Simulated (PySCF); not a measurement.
## SiCl at PBE0

Computed with PBE0; Si 3-21G, Cl 3-21G; no relativity (PySCF 2.14).

* state: ²Π (doublet), unpaired electrons π ↑
* bond length: 2.216 Å
* harmonic wavenumber: 453 cm⁻¹
* force constant: 1.88 mdyn/Å
* rotational constant Be: 0.2209 cm⁻¹
* anharmonicity ωexe: 1.60 cm⁻¹
* vibration–rotation constant αe: 0.00128 cm⁻¹
* well depth De to Si + Cl: 3.66 eV
* dissociation energy D0: 3.63 eV
* bond order (Mayer): 0.91
* dipole moment (positive dipole means Si(−)Cl(+)): -2.40 D

3-21G is very small, so such numbers show the basis as much as the molecule. The state was picked by a PBE0 search and need not be the measured ground state.
